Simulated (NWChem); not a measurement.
**C4H6 (2-butyne): CCSD(T)/cc-pVDZ**

We compute a single-point energy of C4H6 (2-butyne). 

The results are computed with NWChem 7.3.0.

### Step 1. Starting point

The species is C4H6 (10 atoms), meant as a singlet with charge 0. SMILES: `CC#CC`. Geometry: relaxed at PBE0-D4/def2-TZVP.

Bond lengths: C1–C2 1.451 Å, C2–C3 1.202 Å, C3–C4 1.451 Å, C1–H5 1.093 Å, C1–H6 1.093 Å, C1–H7 1.093 Å, C4–H8 1.093 Å, C4–H9 1.093 Å, C4–H10 1.093 Å. Some angles: C1–C2–C3 180.0°, C2–C3–C4 180.0°, C2–C1–H5 111.1°, C2–C1–H6 111.1°, C2–C1–H7 111.1°, C3–C4–H8 111.1°, C3–C4–H9 111.1°, C3–C4–H10 111.1°, H5–C1–H6 107.8°, H5–C1–H7 107.8°.

### Step 2. The energy at CCSD(T)/cc-pVDZ

Contents of c4h6.nw:

```
start c4h6
title "C4H6 energy"
memory total 2200 mb
charge 0
geometry units au noautosym nocenter noautoz
 C  -1.86780530  2.28902525 -2.49084800
 C  -0.53649325  0.66329387 -0.72867839
 C   0.56653989 -0.68313599  0.73037915
 C   1.89936373 -2.30830046  2.49198184
 H  -2.93965796  1.17767732 -3.86297814
 H  -3.19609379  3.52509511 -1.50384405
 H  -0.55047722  3.48597778 -3.53870114
 H   3.93629952 -2.25860066  2.15353189
 H   1.56885063 -1.71813899  4.44369098
 H   1.27651000 -4.26945823  2.31113505
end
basis spherical bse
 * library cc-pVDZ
end
scf
 thresh 1e-08
 maxiter 80
end
ccsd
 freeze core 4
 maxiter 60
end
task ccsd(t) energy
```

Command:

```
$ nwchem c4h6.nw > c4h6.out
```

Standard output:

```text
[...]
  functions       =    86
[...]
  wavefunction    = RHF
[...]
         Total SCF energy =   -154.920871907970
      One-electron energy =   -406.192961056850
      Two-electron energy =    150.903873295805
 Nuclear repulsion energy =    100.368215853075
        Time for solution =     11.9s
[...]
 Total MP2 energy:           -155.457947037369621
[...]
             energy      energy      error      ampl     ampl      Block
                                                time     time      time
[...]
 Total CCSD energy:           -155.499444932181547
[...]
 Total CCSD+T(CCSD) energy:           -155.520518979387333
[...]
 Total CCSD(T) energy:                -155.519892951439374
[...]
```

It took 1.8 min on 1 thread of Intel Xeon Platinum 8488C (Sapphire Rapids), shared host; peak memory 0.24 GiB.

### Step 3. Summary of results

At CCSD(T)/cc-pVDZ, 4 core orbitals frozen:

| quantity | value |
| --- | --- |
| total energy | -155.51989 Eh |
| HOMO energy (Hartree–Fock orbitals) | -9.76 eV |
| LUMO energy (Hartree–Fock orbitals) | 5.26 eV |
| HOMO–LUMO gap (Hartree–Fock orbitals) | 15.02 eV |
| correlation energy (4 core orbitals frozen) | -599.0 mEh |
| (T) correction | -20.45 mEh |

In words: The triples make up 3.4 % of the correlation energy.
